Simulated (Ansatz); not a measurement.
## Zr (hcp): energy against volume

Method: DFT, PBE, plane waves (420 eV) with PAW, scalar-relativistic in Ansatz 0.2.0.

The cell is scaled uniformly from the relaxed one, with fractional coordinates and shape fixed. Energies are extrapolated to zero smearing, pressures are those at the given smearing. Magnetic state: spin not included.

A Birch-Murnaghan fit gives V₀ = 23.38 Å³/atom, B₀ = 94 GPa, B₀′ = 3.3.

(1) What are the energy above the minimum and the pressure at 20.593 Å³/atom?

(2) What are the energy above the minimum and the pressure at 22.466 Å³/atom?

(3) What are the energy above the minimum and the pressure at 25.274 Å³/atom?

Results:

(1) 116.0 meV/atom and 14.68 GPa as computed.

(2) 11.0 meV/atom and 4.08 GPa as computed.

(3) 40.2 meV/atom and -6.31 GPa as computed.
